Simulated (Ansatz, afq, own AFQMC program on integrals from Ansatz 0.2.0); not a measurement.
# CH2N⁺, triplet: AFQMC among the cluster methods

```xyz
4

N     0.0000    0.0000    0.5108
C     0.0000    0.0000   -0.7748
H     0.0000    0.8569    1.0670
H     0.0000   -0.8569    1.0670
```

Connectivity, by distances: NH2–C.

Basis cc-pVDZ. Only valence electrons are correlated. Ansatz 0.2.0 and our own AFQMC program on the same integrals; the CISD trial comes from CCSD amplitudes, and released means the phaseless constraint is let go. Free projection: walkers drawn from exp(T), propagated without any constraint. Its projection time is finite, and what remains of the start isn't in its error. Uncertainties: one standard error, sampling alone.

Determinant: ROHF, the one that the program's search chose, which needn't be the lowest solution. The geometry is a PBE0/def2-TZVP stationary point of this or a neighbouring charge and spin state.

No full CI on the walks' own integrals is used here; CCSDT(Q) serves as the reference and is uncertain by about the last step of the cluster series.

Cautions: another spin lies lower (by 2.36 eV); a spin-contaminated unrestricted determinant lies lower (UHF 350 meV lower, ⟨S²⟩ 2.25).

```
T1 diagnostic                               : 0.0358
weight of the determinant in the CISD state : 0.884
size of the correlated space                : 10 electrons in 36 orbitals
```

```json
{"level": "MP2", "correlation energy (eV)": "-6.3308"}
{"level": "CCSD", "correlation energy (eV)": "-7.0094"}
{"level": "CCSD(T)", "correlation energy (eV)": "-7.2396"}
```

Question: Estimate where free-projection AFQMC lies against CCSD(T) on the same integrals.

Answer: 3.9 ± 0.3 kJ/mol below CCSD(T).

Reference: CCSDT(Q), correlation energy -7.283 eV. The released energy is read at 2.40 1/Eh (meV from the phaseless value at times in 1/Eh: -8 ± 5 at 0.24, -12 ± 4 at 0.51, -22 ± 3 at 0.99, -25 ± 6 at 1.62, -14 ± 4 at 2.40).

```json
{"level": "CCSD(T)", "E − E(reference) (kJ/mol)": "4.2", "share of correlation (%)": "99.40"}
{"level": "CCSDT", "E − E(reference) (kJ/mol)": "1.7", "share of correlation (%)": "99.75"}
{"level": "ph-AFQMC/HF", "E − E(reference) (kJ/mol)": "1.8 ± 2.4", "share of correlation (%)": "99.75"}
{"level": "ph-AFQMC/CISD", "E − E(reference) (kJ/mol)": "2.1 ± 0.5", "share of correlation (%)": "99.70"}
{"level": "released AFQMC", "E − E(reference) (kJ/mol)": "0.7 ± 0.4", "share of correlation (%)": "99.90"}
{"level": "free AFQMC", "E − E(reference) (kJ/mol)": "0.3 ± 0.3", "share of correlation (%)": "99.96"}
```

Free projections are given only where their last times agree within the noise and don't stop above the reference; a slow remainder of the start can still hide under it. A walk keeps the symmetry of its determinant, which the program's search chose and which needn't be the lowest solution, so a lower state of the same spin and another symmetry isn't excluded. Released energies are given only where the last usable release times agree within the noise; a slower fall can still hide under it.
